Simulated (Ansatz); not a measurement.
**SiN2H+ (quintet): wave-function methods side by side, def2-QZVPP**

One table from this session's results is given with a row withheld; the runs are named, their logs left out.

Program: Ansatz 0.2.0, Gaussian basis. Level of theory: def2-QZVPP, core rule «outside noble gas», up to 7 orbitals frozen. These are calculated values, not measurements.

Plan: UHF; ROHF; CCSD(T) on UHF.

### The system

The geometry is a PBE0/def2-TZVP stationary point (not a proven minimum) of the parent state, kept for this charge and spin.

4 atoms, charge 1, spin multiplicity 5.

Atoms are counted from 1 here; the program's logs count them from 0.

Bond lengths: N1–Si2 1.697 Å, Si2–N3 1.697 Å, Si2–H4 1.480 Å. Angles: N1–Si2–N3 124.0°, N1–Si2–H4 118.0°, N3–Si2–H4 118.0°.

The first run:

File in.yaml:

```yaml
crystal:
  periodic: [false, false, false]
  atoms:
    - {symbol: N, position_ang: [0.000000, -0.431982, 1.498918]}
    - {symbol: Si, position_ang: [0.000000, 0.364687, 0.000000]}
    - {symbol: N, position_ang: [0.000000, -0.431982, -1.498918]}
    - {symbol: H, position_ang: [0.000000, 1.844223, 0.000000]}
basis:
  gaussian: {orbitals: "def2-QZVPP.json"}
total_charge: 1
magnetization: {spin_polarized: true, initial_magnetization: 4}
hamiltonian: {xc: hf}
output: {orbitals: {seedname: orbitals}}
```

Launch:

```bash
> ansatz run in.yaml --threads 1 --pin off --events-out ev --progress --plain --max-ram 2393MiB
```

Steps of the session up to this table: UHF; ROHF; CCSD(T) on UHF.

One of the session's tables, all rows but one given; the rest of the session is left out.

| method | from UCCSD(T) (kcal/mol) |
| --- | --- |
| ROHF | +264.98 |
| UHF | +257.54 |
| UMP2 | +35.14 |
| UCCSD | ? |
| UCCSD(T) | 0 |

Estimate the missing values for UCCSD.

**Answer.** from UCCSD(T) (kcal/mol): +9.32. In the column «from UCCSD(T) (kcal/mol)» it lies between UCCSD(T) (0) and UMP2 (+35.14).
